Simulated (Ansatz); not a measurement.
Mulliken charges of `[Mg][Cl]` radical from r2SCAN/def2-TZVPP in Ansatz (PBE0-D4/def2-TZVP geometry).

| atom | x (Å) | y (Å) | z (Å) | charge (e) |
| --- | --- | --- | --- | --- |
| Mg1 | 0.955 | -0.365 | 0.475 | 0.481 |
| Cl2 | -0.926 | 0.305 | -0.471 | -0.481 |

Q: By hand: the dipole of these point charges (1 e Å = 4.8032 D).

A: Σ q r = (0.905, -0.322, 0.455) e Å, of length 1.063 e Å = 5.11 D.

Q: How does the dipole of the full density compare? (An estimate is asked.)

A: Ansatz gave: (0.600, -0.214, 0.302) e Å, 3.39 D; the point charges give 1.51 times that, at 0° from its direction.

Point charges leave out the atoms' own dipoles, such as those of lone pairs, and Mulliken's split depends on the basis, so the two needn't agree.
